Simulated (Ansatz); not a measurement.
Geometry optimisation, RHF/def2-SVP in Ansatz.

Input:

```yaml
crystal:
  periodic: [false, false, false]
  atoms:
    - { symbol: Si, position_ang: [0.0, 0.0, 0.0] }
    - { symbol: F, position_ang: [0.0, 0.0, 1.94] }
    - { symbol: H, position_ang: [1.3768, 0.0, -0.4862] }
    - { symbol: H, position_ang: [-0.6877, 1.1914, -0.4862] }
    - { symbol: C, position_ang: [-0.8808, -1.5259, -0.6227] }
    - { symbol: H, position_ang: [-1.3804, -2.0377, 0.2261] }
    - { symbol: H, position_ang: [-1.6409, -1.2332, -1.3768] }
    - { symbol: H, position_ang: [-0.1449, -2.2146, -1.0879] }
    - { symbol: H, position_ang: [-1.6702, 0.0, 0.555] }
    - { symbol: H, position_ang: [-1.2655, 0.0, 1.4751] }
basis:
  gaussian: { orbitals: def2-SVP }
hamiltonian:
  xc: hf
relax:
  f_tol: 0.15
  max_steps: 25
  restrain:
    - { distance: [0, 8], at: 2.66, k: 30.0 }
    - { distance: [9, 1], at: 2.12, k: 30.0 }
    - { distance: [0, 1], at: 1.59, k: 30.0 }
    - { distance: [9, 8], at: 0.66, k: 30.0 }
```

Launched with:

```bash
$ ansatz run input.yaml --threads 1 --pin off --max-ram 2048MiB --backend cpu --events-out ev --progress --plain --runs-dir out
```

Question: Where does it end, and by what steps?

Answer: It converged. The restraints hold the end off the free minimum; the threshold counts their pulls, which the force column leaves out. Restrained pairs: Si1–H9 (1.76 → 2.67 Å), F2–H10 (1.35 → 2.13 Å), Si1–F2 (1.94 → 1.61 Å), H9–H10 (1.01 → 0.71 Å). After 6 steps the energy has fallen by 3.596 eV (the restraints' own energy left out); H9 moved furthest, 0.80 Å.

```
step  energy less start (eV)  largest force component (eV/Å)  accepted
   0                  0.0000                           4.463       yes
   1                 -1.4983                           3.812       yes
   2                 -2.3341                           5.306       yes
   3                 -3.0759                           2.788       yes
   4                 -3.5232                           1.362       yes
   5                 -3.5892                           1.298       yes
   6                 -3.5955                           1.257       yes
```

```xyz
10
Properties=species:S:1:pos:R:3
Si 0.156 -0.058 -0.036
F 0.200 -0.083 1.569
H 1.567 -0.064 -0.481
H -0.471 1.206 -0.467
C -0.749 -1.577 -0.664
H -1.103 -2.181 0.173
H -1.612 -1.312 -1.278
H -0.081 -2.197 -1.267
H -2.290 0.247 0.995
H -1.911 0.199 1.593
```

Run time: 9.6 s on 1 thread of Arm Neoverse V1, with other jobs on the host, peak memory 0.12 GiB.
